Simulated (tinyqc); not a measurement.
Worked calculation (part 1 of 2): UHF in the sto-3g basis, for HF, spin multiplicity 1. Computed by tinyqc, a small Python program that keeps every step (integrals from PySCF). Settings: charge = 0, multiplicity = 1, basis = sto-3g, energy threshold = 1e-09, iteration cap = 53, orthogonalisation = symmetric, start = Wolfsberg-Helmholz matrix, DIIS depth = 4, shift = 0.5, method = UHF, break = 0.7. Command: `OMP_NUM_THREADS=1 python tinyqc.py 22002 22003 out.jsonl` (the two numbers bound the seeds that draw the settings). One thread of a shared host (Intel(R) Xeon(R) Processor @ 2.60GHz), about 0.2 s of CPU time with the checks. Later iterations appear only in the table of the cycle.

## One-electron integrals

Geometry (angstrom):
```
atom         x         y         z
F     0.000000  0.000000  0.000000
H     0.000000  0.000000  0.795000
```

Basis sto-3g: exponents (1/bohr^2) and contraction coefficients of normalised primitives:
```
element  l (shell)    exponent  coefficient
F            s (1)  166.679130     0.154329
F            s (1)   30.360812     0.535328
F            s (1)    8.216821     0.444635
F            s (2)    6.464803    -0.099967
F            s (2)    1.502281     0.399513
F            s (2)    0.488588     0.700115
F            p (3)    6.464803     0.155916
F            p (3)    1.502281     0.607684
F            p (3)    0.488588     0.391957
H            s (1)    3.425251     0.154329
H            s (1)    0.623914     0.535328
H            s (1)    0.168855     0.444635
```

Overlap, kinetic and nuclear-attraction integrals over the contracted functions; the nuclear repulsion is the sum of Za Zb / Rab.

nuclear repulsion = 5.99068541 hartree

overlap S, lower triangle:
```
           1F 1s     1F 2s    1F 2px    1F 2py    1F 2pz     2H 1s
1F 1s   1.000000
1F 2s   0.237990  1.000000
1F 2px  0.000000  0.000000  1.000000
1F 2py  0.000000  0.000000  0.000000  1.000000
1F 2pz  0.000000  0.000000  0.000000  0.000000  1.000000
2H 1s   0.065792  0.534420  0.000000  0.000000  0.387390  1.000000
```

kinetic energy T (hartree), lower triangle:
```
            1F 1s     1F 2s    1F 2px    1F 2py    1F 2pz     2H 1s
1F 1s   36.984577
1F 2s   -0.212858  1.037995
1F 2px   0.000000  0.000000  3.248015
1F 2py   0.000000  0.000000  0.000000  3.248015
1F 2pz   0.000000  0.000000  0.000000  0.000000  3.248015
2H 1s    0.012053  0.205080  0.000000  0.000000  0.381621  0.760032
```

nuclear attraction V (hartree), lower triangle:
```
             1F 1s       1F 2s      1F 2px      1F 2py      1F 2pz      2H 1s
1F 1s   -77.675211
1F 2s    -9.335222  -12.194344
1F 2px    0.000000    0.000000  -12.047809
1F 2py    0.000000    0.000000    0.000000  -12.047809
1F 2pz   -0.020033   -0.228034    0.000000    0.000000  -12.209256
2H 1s    -2.671020   -5.257748    0.000000    0.000000   -3.442063  -6.806380
```

core Hamiltonian H = T + V (hartree), lower triangle:
```
             1F 1s       1F 2s     1F 2px     1F 2py     1F 2pz      2H 1s
1F 1s   -40.690635
1F 2s    -9.548080  -11.156349
1F 2px    0.000000    0.000000  -8.799795
1F 2py    0.000000    0.000000   0.000000  -8.799795
1F 2pz   -0.020033   -0.228034   0.000000   0.000000  -8.961242
2H 1s    -2.658967   -5.052668   0.000000   0.000000  -3.060442  -6.046348
```

## Two-electron integrals

Functions are numbered as in S; the eight-fold symmetry (ij|kl) = (ji|kl) = (kl|ij) leaves the list below.

Two-electron integrals (ij|kl) in chemists' order, unique and non-zero (hartree):
```
(11|11) 5.403501   (21|11) 0.841920   (21|21) 0.156299   (22|11) 1.268028
(22|21) 0.292344   (22|22) 0.926167   (31|31) 0.027998   (32|31) 0.043169
(32|32) 0.204588   (33|11) 1.264502   (33|21) 0.292403   (33|22) 0.925959
(33|33) 0.997514   (41|41) 0.027998   (42|41) 0.043169   (42|42) 0.204588
(43|43) 0.053770   (44|11) 1.264502   (44|21) 0.292403   (44|22) 0.925959
(44|33) 0.889973   (44|44) 0.997514   (51|51) 0.027998   (52|51) 0.043169
(52|52) 0.204588   (53|53) 0.053770   (54|54) 0.053770   (55|11) 1.264502
(55|21) 0.292403   (55|22) 0.925959   (55|33) 0.889973   (55|44) 0.889973
(55|55) 0.997514   (61|11) 0.237436   (61|21) 0.043631   (61|22) 0.080841
(61|33) 0.080728   (61|44) 0.080728   (61|51) 0.001713   (61|52) 0.003190
(61|55) 0.081077   (61|61) 0.012297   (62|11) 0.524866   (62|21) 0.122306
(62|22) 0.423603   (62|33) 0.418007   (62|44) 0.418007   (62|51) 0.008078
(62|52) 0.059598   (62|55) 0.434408   (62|61) 0.034466   (62|62) 0.226130
(63|31) 0.013704   (63|32) 0.077746   (63|53) 0.012913   (63|63) 0.035969
(64|41) 0.013704   (64|42) 0.077746   (64|54) 0.012913   (64|64) 0.035969
(65|11) 0.321600   (65|21) 0.076013   (65|22) 0.282198   (65|33) 0.269587
(65|44) 0.269587   (65|51) 0.018247   (65|52) 0.116673   (65|55) 0.307113
(65|61) 0.022450   (65|62) 0.184602   (65|65) 0.186147   (66|11) 0.618698
(66|21) 0.146484   (66|22) 0.577384   (66|33) 0.557129   (66|44) 0.557129
(66|51) 0.013966   (66|52) 0.137604   (66|55) 0.617236   (66|61) 0.041659
(66|62) 0.368756   (66|65) 0.349919   (66|66) 0.774606
```

## Orthogonalisation

S = U s U^T; symmetric (Loewdin) form X = U s^(-1/2) U^T, so that X^T S X = 1.

eigenvalues of S: 0.326936  0.847144  1.000000  1.000000  1.116451  1.709469

X, lower triangle:
```
            1F 1s      1F 2s    1F 2px    1F 2py     1F 2pz     2H 1s
1F 1s    1.023647
1F 2s   -0.137642   1.190108
1F 2px   0.000000   0.000000  1.000000
1F 2py   0.000000   0.000000  0.000000  1.000000
1F 2pz  -0.010079   0.119423  0.000000  0.000000   1.084926
2H 1s    0.026423  -0.387502  0.000000  0.000000  -0.276404  1.247963
```

## Starting guess

The start is the generalised Wolfsberg-Helmholz matrix (K = 1.75) built on H, with HOMO and LUMO mixed by +/-0.7 rad for the two spins; D(s) = C_occ C_occ^T for each spin.

D(alpha) at the start, lower triangle:
```
            1F 1s      1F 2s     1F 2px     1F 2py     1F 2pz     2H 1s
1F 1s    1.050934
1F 2s   -0.220796   1.054112
1F 2px  -0.023574   0.134893   0.966650
1F 2py   0.079750  -0.456334   0.112821   0.618334
1F 2pz   0.018001   0.019729   0.089117  -0.301477   1.029691
2H 1s   -0.009905  -0.260134  -0.178322   0.603251  -0.214856  0.831185
```

D(beta) at the start, lower triangle:
```
            1F 1s      1F 2s     1F 2px     1F 2py     1F 2pz     2H 1s
1F 1s    1.050934
1F 2s   -0.220796   1.054112
1F 2px   0.023574  -0.134893   0.966650
1F 2py  -0.079750   0.456334   0.112821   0.618334
1F 2pz   0.018001   0.019729  -0.089117   0.301477   1.029691
2H 1s   -0.009905  -0.260134   0.178322  -0.603251  -0.214856  0.831185
```

## Iteration 1: building the Fock matrix

J_ij = sum D_kl (ij|kl) with D = D(alpha) + D(beta), K_ij = sum D_kl (ik|jl) for each spin; F = H + J - K(s); E = tr D H + tr D J / 2 - 0.5 sum_s tr D(s) K(s) + E_nn.

Coulomb J (hartree), lower triangle:
```
            1F 1s     1F 2s    1F 2px    1F 2py    1F 2pz     2H 1s
1F 1s   20.096258
1F 2s    3.826160  9.475088
1F 2px   0.000000  0.000000  9.469904
1F 2py   0.000000  0.000000  0.024266  9.394988
1F 2pz   0.004484  0.085589  0.000000  0.000000  9.534053
2H 1s    1.067815  4.330893  0.000000  0.000000  2.930071  6.038974
```

exchange K(alpha) (hartree), lower triangle:
```
            1F 1s      1F 2s     1F 2px     1F 2py    1F 2pz     2H 1s
1F 1s    5.526983
1F 2s    0.959102   1.485913
1F 2px  -0.002043   0.056188   1.262508
1F 2py   0.006911  -0.190081   0.106474   0.933787
1F 2pz   0.003400  -0.026366   0.033728  -0.114099  1.300064
2H 1s    0.274400   0.725518  -0.015939   0.053922  0.445552  0.793644
```

exchange K(beta) (hartree), lower triangle:
```
            1F 1s      1F 2s     1F 2px     1F 2py    1F 2pz     2H 1s
1F 1s    5.526983
1F 2s    0.959102   1.485913
1F 2px   0.002043  -0.056188   1.262508
1F 2py  -0.006911   0.190081   0.106474   0.933787
1F 2pz   0.003400  -0.026366  -0.033728   0.114099  1.300064
2H 1s    0.274400   0.725518   0.015939  -0.053922  0.445552  0.793644
```

F(alpha) (hartree), lower triangle:
```
             1F 1s      1F 2s     1F 2px     1F 2py     1F 2pz      2H 1s
1F 1s   -26.121360
1F 2s    -6.681023  -3.167174
1F 2px    0.002043  -0.056188  -0.592398
1F 2py   -0.006911   0.190081  -0.082209  -0.338593
1F 2pz   -0.018948  -0.116079  -0.033728   0.114099  -0.727253
2H 1s    -1.865552  -1.447294   0.015939  -0.053922  -0.575923  -0.801018
```

F(beta) (hartree), lower triangle:
```
             1F 1s      1F 2s     1F 2px     1F 2py     1F 2pz      2H 1s
1F 1s   -26.121360
1F 2s    -6.681023  -3.167174
1F 2px   -0.002043   0.056188  -0.592398
1F 2py    0.006911  -0.190081  -0.082209  -0.338593
1F 2pz   -0.018948  -0.116079   0.033728  -0.114099  -0.727253
2H 1s    -1.865552  -1.447294  -0.015939   0.053922  -0.575923  -0.801018
```

total energy of this density = -97.88838918 hartree

## Iteration 1: diagonalisation and new density

A level shift of 0.5 hartree raises the virtual space: F + shift (S - S D(s) S), with D(s) the density of one spin. Diagonalise F' = X^T F X, C = X C', fill 5 alpha and 5 beta electrons from the bottom; D(s) = C_occ C_occ^T. Each column has its largest component positive (the first on a tie).

F' = X^T F X (alpha) (hartree), lower triangle:
```
            1          2          3          4          5         6
1  -25.637813
2   -3.447303  -1.688732
3    0.015633  -0.113189  -0.575723
4   -0.052887   0.382911  -0.138619  -0.147760
5   -0.050585   0.150328  -0.070768   0.239403  -0.516227
6   -0.321922  -0.849940   0.106150  -0.359099  -0.580760  0.171539
```

orbital energies (alpha) (hartree): MO1 -26.131496, MO2 -1.612690, MO3 -0.771178, MO4 -0.616699, MO5 -0.341607, MO6 1.078953

coefficients C (alpha):
```
              MO1        MO2        MO3       MO4        MO5        MO6
1F 1s    0.994522  -0.247214   0.068642  0.000000   0.009592   0.112272
1F 2s    0.024295   0.927297  -0.344447  0.000000  -0.202061  -0.761432
1F 2px  -0.000049   0.045068  -0.002854  0.958979  -0.251428   0.122896
1F 2py   0.000165  -0.152462   0.009654  0.283476   0.850562  -0.415749
1F 2pz   0.003790   0.128403   0.857900  0.000000  -0.304484  -0.650095
2H 1s   -0.007764   0.123829   0.265726  0.000000   0.587776   1.163263
```

F' = X^T F X (beta) (hartree), lower triangle:
```
            1          2          3          4          5         6
1  -25.637813
2   -3.447303  -1.688732
3   -0.015633   0.113189  -0.575723
4    0.052887  -0.382911  -0.138619  -0.147760
5   -0.050585   0.150328   0.070768  -0.239403  -0.516227
6   -0.321922  -0.849940  -0.106150   0.359099  -0.580760  0.171539
```

orbital energies (beta) (hartree): MO1 -26.131496, MO2 -1.612690, MO3 -0.771178, MO4 -0.616699, MO5 -0.341607, MO6 1.078953

coefficients C (beta):
```
              MO1        MO2        MO3       MO4        MO5        MO6
1F 1s    0.994522  -0.247214   0.068642  0.000000  -0.009592   0.112272
1F 2s    0.024295   0.927297  -0.344447  0.000000   0.202061  -0.761432
1F 2px   0.000049  -0.045068   0.002854  0.958979  -0.251428  -0.122896
1F 2py  -0.000165   0.152462  -0.009654  0.283476   0.850562   0.415749
1F 2pz   0.003790   0.128403   0.857900  0.000000   0.304484  -0.650095
2H 1s   -0.007764   0.123829   0.265726  0.000000  -0.587776   1.163263
```

D(alpha) after iteration 1, lower triangle:
```
            1F 1s      1F 2s     1F 2px     1F 2py    1F 2pz     2H 1s
1F 1s    1.054994
1F 2s   -0.230661   1.019943
1F 2px  -0.013798   0.093577   0.984897
1F 2py   0.046677  -0.316564   0.051094   0.827153
1F 2pz   0.027993  -0.114817   0.079894  -0.270276  0.845204
2H 1s   -0.014455  -0.095657  -0.142961   0.483625  0.064869  0.431485
```

D(beta) after iteration 1, lower triangle:
```
            1F 1s      1F 2s     1F 2px     1F 2py    1F 2pz     2H 1s
1F 1s    1.054994
1F 2s   -0.230661   1.019943
1F 2px   0.013798  -0.093577   0.984897
1F 2py  -0.046677   0.316564   0.051094   0.827153
1F 2pz   0.027993  -0.114817  -0.079894   0.270276  0.845204
2H 1s   -0.014455  -0.095657   0.142961  -0.483625  0.064869  0.431485
```

## Iteration 2: building the Fock matrix

As before.

Coulomb J (hartree), lower triangle:
```
            1F 1s     1F 2s    1F 2px    1F 2py    1F 2pz     2H 1s
1F 1s   20.334173
1F 2s    3.879372  9.620816
1F 2px   0.000000  0.000000  9.614878
1F 2py   0.000000  0.000000  0.010989  9.580951
1F 2pz  -0.003094  0.036906  0.000000  0.000000  9.640145
2H 1s    1.081862  4.359085  0.000000  0.000000  2.907044  5.964682
```

exchange K(alpha) (hartree), lower triangle:
```
            1F 1s      1F 2s     1F 2px     1F 2py    1F 2pz     2H 1s
1F 1s    5.536392
1F 2s    0.960520   1.539035
1F 2px   0.000068   0.030290   1.292586
1F 2py  -0.000231  -0.102469   0.048220   1.143717
1F 2pz   0.001532  -0.038922   0.035013  -0.118447  1.256142
2H 1s    0.277665   0.734223  -0.017131   0.057954  0.454226  0.716964
```

exchange K(beta) (hartree), lower triangle:
```
            1F 1s      1F 2s     1F 2px     1F 2py    1F 2pz     2H 1s
1F 1s    5.536392
1F 2s    0.960520   1.539035
1F 2px  -0.000068  -0.030290   1.292586
1F 2py   0.000231   0.102469   0.048220   1.143717
1F 2pz   0.001532  -0.038922  -0.035013   0.118447  1.256142
2H 1s    0.277665   0.734223   0.017131  -0.057954  0.454226  0.716964
```

F(alpha) (hartree), lower triangle:
```
             1F 1s      1F 2s     1F 2px     1F 2py     1F 2pz      2H 1s
1F 1s   -25.892853
1F 2s    -6.629227  -3.074568
1F 2px   -0.000068  -0.030290  -0.477502
1F 2py    0.000231   0.102469  -0.037230  -0.362561
1F 2pz   -0.024659  -0.152206  -0.035013   0.118447  -0.577239
2H 1s    -1.854770  -1.427807   0.017131  -0.057954  -0.607624  -0.798630
```

F(beta) (hartree), lower triangle:
```
             1F 1s      1F 2s     1F 2px     1F 2py     1F 2pz      2H 1s
1F 1s   -25.892853
1F 2s    -6.629227  -3.074568
1F 2px    0.000068   0.030290  -0.477502
1F 2py   -0.000231  -0.102469  -0.037230  -0.362561
1F 2pz   -0.024659  -0.152206   0.035013  -0.118447  -0.577239
2H 1s    -1.854770  -1.427807  -0.017131   0.057954  -0.607624  -0.798630
```

total energy of this density = -98.26322404 hartree

## Iteration 2: DIIS over 2 matrices

error matrix X^T (FDS - SDF) X (alpha):
```
           1          2          3          4          5          6
1   0.000000  -0.002687  -0.000735   0.002488  -0.010638   0.011419
2   0.002687   0.000000   0.015266  -0.051644   0.072238  -0.054086
3   0.000735  -0.015266   0.000000   0.000000  -0.040666   0.050070
4  -0.002488   0.051644   0.000000   0.000000   0.137571  -0.169382
5   0.010638  -0.072238   0.040666  -0.137571   0.000000   0.092849
6  -0.011419   0.054086  -0.050070   0.169382  -0.092849   0.000000
```

B (overlaps of the stored error matrices):
```
               1              2
1  8.7994531e-01  4.1314127e-01
2  4.1314127e-01  2.8679627e-01
```

Minimise |sum c_i e_i|^2 with sum c_i = 1: solve [B -1; -1 0][c; lambda] = [0; -1] with B_ij = tr e_i^T e_j summed over both spins, and take F = sum c_i F_i.

DIIS coefficients: -0.371102  1.371102

extrapolated F(alpha) (hartree), lower triangle:
```
             1F 1s      1F 2s     1F 2px     1F 2py     1F 2pz      2H 1s
1F 1s   -25.808054
1F 2s    -6.610006  -3.040201
1F 2px   -0.000852  -0.020679  -0.434864
1F 2py    0.002881   0.069955  -0.020539  -0.371455
1F 2pz   -0.026778  -0.165613  -0.035490   0.120061  -0.521568
2H 1s    -1.850768  -1.420575   0.017574  -0.059451  -0.619388  -0.797744
```

extrapolated F(beta) (hartree), lower triangle:
```
             1F 1s      1F 2s     1F 2px     1F 2py     1F 2pz      2H 1s
1F 1s   -25.808054
1F 2s    -6.610006  -3.040201
1F 2px    0.000852   0.020679  -0.434864
1F 2py   -0.002881  -0.069955  -0.020539  -0.371455
1F 2pz   -0.026778  -0.165613   0.035490  -0.120061  -0.521568
2H 1s    -1.850768  -1.420575  -0.017574   0.059451  -0.619388  -0.797744
```

## Iteration 2: diagonalisation and new density

As before.

F' = X^T F X (alpha) (hartree), lower triangle:
```
            1          2          3          4          5         6
1  -25.327217
2   -3.424292  -1.568674
3    0.005185  -0.057524  -0.427313
4   -0.017541   0.194601  -0.046086  -0.285031
5   -0.055336   0.157544  -0.068648   0.232232  -0.223320
6   -0.321725  -0.877430   0.085077  -0.287810  -0.743352  0.294961
```

orbital energies (alpha) (hartree): MO1 -25.818456, MO2 -1.499833, MO3 -0.617299, MO4 -0.440936, MO5 -0.387178, MO6 1.227108

coefficients C (alpha):
```
              MO1        MO2        MO3       MO4        MO5        MO6
1F 1s    0.994465  -0.241784   0.092175  0.000000   0.022990   0.105616
1F 2s    0.024464   0.887227  -0.456374  0.000000  -0.199773  -0.750842
1F 2px   0.000063   0.018623   0.026170  0.958979  -0.270605   0.078101
1F 2py  -0.000215  -0.063002  -0.088530  0.283476   0.915439  -0.264209
1F 2pz   0.004021   0.158218   0.796879  0.000000  -0.133713  -0.768038
2H 1s   -0.007567   0.185477   0.335001  0.000000   0.396378   1.216909
```

F' = X^T F X (beta) (hartree), lower triangle:
```
            1          2          3          4          5         6
1  -25.327217
2   -3.424292  -1.568674
3   -0.005185   0.057524  -0.427313
4    0.017541  -0.194601  -0.046086  -0.285031
5   -0.055336   0.157544   0.068648  -0.232232  -0.223320
6   -0.321725  -0.877430  -0.085077   0.287810  -0.743352  0.294961
```

orbital energies (beta) (hartree): MO1 -25.818456, MO2 -1.499833, MO3 -0.617299, MO4 -0.440936, MO5 -0.387178, MO6 1.227108

coefficients C (beta):
```
              MO1        MO2        MO3       MO4        MO5        MO6
1F 1s    0.994465  -0.241784   0.092175  0.000000  -0.022990   0.105616
1F 2s    0.024464   0.887227  -0.456374  0.000000   0.199773  -0.750842
1F 2px  -0.000063  -0.018623  -0.026170  0.958979  -0.270605  -0.078101
1F 2py   0.000215   0.063002   0.088530  0.283476   0.915439   0.264209
1F 2pz   0.004021   0.158218   0.796879  0.000000   0.133713  -0.768038
2H 1s   -0.007567   0.185477   0.335001  0.000000  -0.396378   1.216909
```

D(alpha) after iteration 2, lower triangle:
```
            1F 1s      1F 2s     1F 2px     1F 2py    1F 2pz     2H 1s
1F 1s    1.056444
1F 2s   -0.236848   1.035958
1F 2px  -0.008249   0.058641   0.993900
1F 2py   0.027905  -0.198380   0.020635   0.930193
1F 2pz   0.036123  -0.196489   0.059984  -0.202923  0.677945
2H 1s   -0.012379  -0.067697  -0.095042   0.321519  0.243269  0.303800
```

D(beta) after iteration 2, lower triangle:
```
            1F 1s      1F 2s     1F 2px     1F 2py    1F 2pz     2H 1s
1F 1s    1.056444
1F 2s   -0.236848   1.035958
1F 2px   0.008249  -0.058641   0.993900
1F 2py  -0.027905   0.198380   0.020635   0.930193
1F 2pz   0.036123  -0.196489  -0.059984   0.202923  0.677945
2H 1s   -0.012379  -0.067697   0.095042  -0.321519  0.243269  0.303800
```
